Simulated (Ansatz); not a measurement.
**BSiH4 (doublet): wave-function methods side by side, cc-pVDZ**

An exercise on one series of results from a longer session: the logs are not shown, and one member is left open.

Computed with Ansatz 0.2.0, Gaussian basis. Level: cc-pVDZ, core rule «outside noble gas», up to 6 orbitals frozen.

To be run: UHF; CCSD(T) on ROHF; CCSD(T) on UHF; BCCD(T) on ROHF; CISD; CCSDT(Q) on ROHF; CCSDT(Q) on UHF; CASSCF and MRCISD+Q, 9 electrons in 9 orbitals; CASSCF and MRCISD+Q(relaxed), 9 electrons in 9 orbitals; CASSCF and NEVPT2, 9 electrons in 9 orbitals.

16 further runs of the same task are left out: 4 that didn't finish, 12 set aside as unsound or not needed.

### The system

The geometry is a PBE0/def2-TZVP stationary point (not a proven minimum).

6 atoms, charge 0, spin multiplicity 2.

Atoms are counted from 1 here; the program's logs count them from 0.

Bond lengths: Si1–B2 1.922 Å, Si1–H3 1.484 Å, Si1–H4 1.484 Å, B2–H5 1.194 Å, B2–H6 1.194 Å. Angles: B2–Si1–H3 124.8°, B2–Si1–H4 124.8°, H3–Si1–H4 110.4°, Si1–B2–H5 119.7°, Si1–B2–H6 119.7°, H5–B2–H6 120.6°.

Coordinates:

```xyz
6

Si    0.00000    0.00000    0.56244
B     0.00000    0.00000   -1.35995
H     0.00000    1.21872    1.40935
H     0.00000   -1.21872    1.40935
H     0.00000    1.03704   -1.95206
H     0.00000   -1.03704   -1.95206
```

The first run:

in.yaml

```yaml
crystal:
  periodic: [false, false, false]
  atoms:
    - {symbol: Si, position_ang: [0.000000, 0.000000, 0.562441]}
    - {symbol: B, position_ang: [0.000000, 0.000000, -1.359948]}
    - {symbol: H, position_ang: [0.000000, 1.218724, 1.409347]}
    - {symbol: H, position_ang: [0.000000, -1.218724, 1.409347]}
    - {symbol: H, position_ang: [0.000000, 1.037036, -1.952056]}
    - {symbol: H, position_ang: [0.000000, -1.037036, -1.952056]}
basis:
  gaussian: {orbitals: cc-pVDZ}
magnetization: {spin_polarized: true, initial_magnetization: 1}
hamiltonian: {xc: hf}
output: {orbitals: {seedname: orbitals}}
```

Run with:

```
ansatz run in.yaml --threads 1 --pin off --events-out ev --progress --plain --max-ram 2393MiB
```

Among the steps run: UHF; CCSD(T) on ROHF; CCSD(T) on UHF; BCCD(T) on ROHF; CISD; CCSDT(Q) on ROHF; CCSDT(Q) on UHF; CASSCF and MRCISD+Q, 9 electrons in 9 orbitals; CASSCF and MRCISD+Q(relaxed), 9 electrons in 9 orbitals; CASSCF and NEVPT2, 9 electrons in 9 orbitals.

One of the session's tables, all rows but one given; the rest of the session is left out.

It belongs to the step «Misses and costs». 

```
   method  from UCCSDT(Q) (kcal/mol)
     ROHF                    +140.70
      UHF                          ?
     RMP2                     +29.45
     UMP2                     +29.78
     CISD                     +14.65
    RCCSD                      +4.27
    UCCSD                      +4.22
 RCCSD(T)                      +0.85
 UCCSD(T)                      +0.85
  BCCD(T)                      +0.83
   RCCSDT                      +0.15
   UCCSDT                      +0.14
RCCSDT(Q)                      +0.01
UCCSDT(Q)                          0
```

Q: Estimate the row for UHF from the others.

**Answer.** from UCCSDT(Q) (kcal/mol): +138.94. In the column «from UCCSDT(Q) (kcal/mol)» it lies between UMP2 (+29.78) and ROHF (+140.70).

Left out of the table: CASSCF frontier, NEVPT2 frontier, MRCISD frontier, MRCISD+Q frontier (the active space lost an orbital or holds another state than full CI finds).

Limits of these values: Left out of the table: MRCISD+Q(relaxed) frontier (another determinant or state than the rows shown). Restricted and unrestricted rows rest on different reference determinants; where their highest levels disagree by more than a few hundredths of an eV, they describe different states and don't form one ladder. Warnings in the runs' records: passed over end.
